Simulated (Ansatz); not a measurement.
**fcc Cu**

Method: HSE06 (Ansatz, a first-principles code, plane waves, PAW).

Settings: plane-wave cutoff 500 eV, 12×12×12 k mesh, Fermi–Dirac smearing 0.1 eV, no spin polarisation, scalar-relativistic PAW data made under PBE.

Cell: relaxed at this level.

```
Property                            Result
---------------------------  -------------
equilibrium volume per atom  11.97 Å³/atom
lattice constant a                 3.632 Å
```

Measured, for comparison: equilibrium volume per atom 11.62 Å³/atom, lattice constant a 3.595 Å (low-temperature or extrapolated to 0 K; zero-point anharmonic expansion removed; as tabulated in Csonka et al. (2009), arXiv:0903.4037). Computed (rounded) less measured: equilibrium volume per atom +3.0 %, lattice constant a +1.0 %.

Note: exact exchange on metals is sensitive to the k mesh and can open a false gap; the run warned that the count of filled bands differs between k points.

Computed values are for the static lattice.

Cost on a shared machine: about 10 core-minutes (a rough figure).
